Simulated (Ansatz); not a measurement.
# SiP2H (quartet): the correlation ladder, cc-pVDZ

One table from this session's results is given with a row withheld; the runs are named, their logs left out.

Method: cc-pVDZ, core rule «outside noble gas», up to 15 orbitals frozen; program: Ansatz 0.2.0, Gaussian basis.

Plan: UHF; CCSD(T) on UHF; BCCD(T) on ROHF; CISD; CCSDT(Q) on ROHF; CCSDT(Q) on UHF.

20 further runs of the same task are left out: 11 that didn't finish, 9 set aside as unsound or not needed.

## The geometry

The geometry is a PBE0/def2-TZVP stationary point (not a proven minimum) of the parent state, kept for this charge and spin.

4 atoms, charge 0, spin multiplicity 4.

Atoms are counted from 1 here; the program's logs count them from 0.

Bond lengths: P1–Si2 2.099 Å, P1–H4 1.429 Å, Si2–P3 2.012 Å. Angles: Si2–P1–H4 87.3°, P1–Si2–P3 175.6°.

Set-up of the first run:

in.yaml

```yaml
crystal:
  periodic: [false, false, false]
  atoms:
    - {symbol: P, position_ang: [-0.000006, -0.410564, 1.546288]}
    - {symbol: Si, position_ang: [0.000029, -0.286152, -0.549294]}
    - {symbol: P, position_ang: [-0.000008, -0.321661, -2.561269]}
    - {symbol: H, position_ang: [-0.000015, 1.018377, 1.564274]}
basis:
  gaussian: {orbitals: cc-pVDZ}
magnetization: {spin_polarized: true, initial_magnetization: 3}
hamiltonian: {xc: hf}
output: {orbitals: {seedname: orbitals}}
```

Command:

```console
> ansatz run in.yaml --threads 1 --pin off --events-out ev --progress --plain --max-ram 2393MiB
```

Steps of the session up to this table: UHF; CCSD(T) on UHF; BCCD(T) on ROHF; CISD; CCSDT(Q) on ROHF; CCSDT(Q) on UHF.

One of the session's tables, all rows but one given; the rest of the session is left out.

It belongs to the step «Misses and costs». 

```
   method  from UCCSDT(Q) (meV)
      UHF               +8978.8
     UMP2                     ?
    UCCSD                +559.2
 UCCSD(T)                +152.7
  BCCD(T)                +142.8
   UCCSDT                 +51.6
UCCSDT(Q)                     0
```

**Question.** Estimate the row for UMP2.

The run gave: from UCCSDT(Q) (meV): +1994.1. In the column «from UCCSDT(Q) (meV)» it lies between UCCSD (+559.2) and UHF (+8978.8).

Not comparable, so not listed: CISD; CCSDT(Q) on ROHF (they don't share determinant, frozen orbitals or solution with the rows shown, or repeat one).

The program flags BCCD(T) as in doubt (see the logs), so those rows may rest on another solution; read them beside their warnings.

Limits of these values: The report flags that the cluster equations may have other roots. The program flags BCCD(T) as in doubt, so those rows may rest on another solution; read them beside their warnings.
